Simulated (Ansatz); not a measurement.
A nudged elastic band was laid between two geometries of AlH4NSi (7 atoms, charge 0, multiplicity 1).

Method: Ansatz 0.2.0, UHF/6-31G*.

| Property | Result |
| --- | --- |
| movable images | 5 |
| climbing image | yes |
| spring | 5.0 eV/Å² |
| optimiser | quadratic models (default) |
| start path | through a guess of the saddle point |
| force threshold | 0.05 eV/Å |
| iteration limit | 49 |
| end points | relaxed |

Image 0:

```xyz
7
Properties=species:S:1:pos:R:3
N -1.592 -0.832 -1.211
Si -0.733 0.441 -0.531
Al 1.213 0.191 0.909
H -1.256 -1.756 -0.994
H -1.291 1.752 -0.903
H 1.725 -1.270 1.240
H 1.934 1.474 1.490
```

Image 6:

```xyz
7
Properties=species:S:1:pos:R:3
N -1.308 -0.133 -0.977
Si -0.589 1.320 -0.410
Al 1.273 0.250 0.953
H -1.019 -1.068 -0.783
H -2.110 -0.112 -1.572
H 1.413 -1.343 1.000
H 2.340 1.086 1.789
```

Q: Which bonds break or form, and what moves?

A: Bonds broken: Si2–H5. Bonds formed: N1–H5.

Q: What energy profile does the band end with?

A: It did not converge within its limit. The highest image is number 2 of 0 to 6, 2.65 eV above the first end and 3.16 eV above the last; the last end lies 0.50 eV below the first. The band didn't meet its force threshold, so its energies are provisional: the largest band force was still 0.49 eV/Å, and over the last iterations the top stayed at 2.65 eV. The orbitals stay closed-shell, which can raise the energy where a bond breaks towards radicals; this wasn't checked here.

| image | path coordinate (Å) | energy (eV) | Si2–H5 (Å) | N1–H5 (Å) |
| --- | --- | --- | --- | --- |
| 0 | 0.00 | 0.00 | 1.47 | 2.62 |
| 1 | 0.83 | 0.68 | 1.47 | 2.28 |
| 2 | 1.66 | 2.65 | 1.60 | 1.48 |
| 3 | 2.28 | 0.19 | 2.09 | 1.01 |
| 4 | 2.89 | -0.34 | 2.25 | 0.99 |
| 5 | 3.51 | -0.49 | 2.37 | 1.00 |
| 6 | 4.13 | -0.50 | 2.39 | 1.00 |

Run time: 17 min on 1 thread of Intel(R) Xeon(R) Processor @ 2.50GHz (Skylake/Cascade Lake), on a shared host, peak memory 0.16 GiB.
